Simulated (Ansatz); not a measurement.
`[SiH]O[SiH3]` + H₂ → `[SiH2]` + `O[SiH3]` at 298.15 K and 1 bar (hydrogenolysis of the Si–O bond).

Program: Ansatz. Geometries: PBE0-D4/def2-TZVP. ΔE: electronic, gas phase. CCSD(T)/CBS is the MP2 limit (def2-TZVPP, def2-QZVPP) plus CCSD(T) − MP2 in def2-TZVPP, frozen cores. This one scheme is used for every species.

```json
{"species": "`[SiH]O[SiH3]`", "CCSD(T)/CBS energy (Eh)": "-655.75389", "H − E (kJ/mol)": "112.0", "S (J/(mol·K))": "306.5"}
{"species": "H₂", "CCSD(T)/CBS energy (Eh)": "-1.17544", "H − E (kJ/mol)": "35.1", "S (J/(mol·K))": "130.4"}
{"species": "`[SiH2]`", "CCSD(T)/CBS energy (Eh)": "-290.19011", "H − E (kJ/mol)": "40.6", "S (J/(mol·K))": "207.5"}
{"species": "`O[SiH3]`", "CCSD(T)/CBS energy (Eh)": "-366.69042", "H − E (kJ/mol)": "113.6", "S (J/(mol·K))": "257.8"}
```

H − E and S are ideal-gas, rigid-rotor, harmonic terms from PBE0-D4/def2-TZVP. The MP2-based limit puts H₂ 0.8 mEh under its directly extrapolated value; such offsets cancel only in part. 1 Eh = 2625.50 kJ/mol, R = 8.31446 J/(mol·K).

**Question.** By hand: ΔE, ΔH, ΔS and ΔG.

**Answer.** ΔE = (-290.19011) + (-366.69042) − (-655.75389) − (-1.17544) = 0.04880 Eh = 128.1 kJ/mol. Δ(H − E) = 40.6 + 113.6 − 112.0 − 35.1 = 7.1, so ΔH = 135.2 kJ/mol. ΔS = 207.5 + 257.8 − 306.5 − 130.4 = 28.4 J/(mol·K). ΔG = 135.2 − 298.15 × (28.4)/1000 = 126.7 kJ/mol.

**Question.** By hand: the equilibrium constant, and the temperature at which ΔG would vanish if ΔH and ΔS stayed fixed.

**Answer.** log₁₀ K = −ΔG/(RT ln 10) = -22.2. ΔG = 0 at ΔH/ΔS = 4761 K, far beyond where these terms or the molecules hold.

ΔH outweighs TΔS. A doubt of 5 kJ/mol in ΔE shifts log₁₀ K by 0.9 here. These are equilibria of isolated gas molecules and say nothing of rates. Largest T1 diagnostic: 0.014 (customary marks: 0.02 for closed shells, 0.045 for open ones).
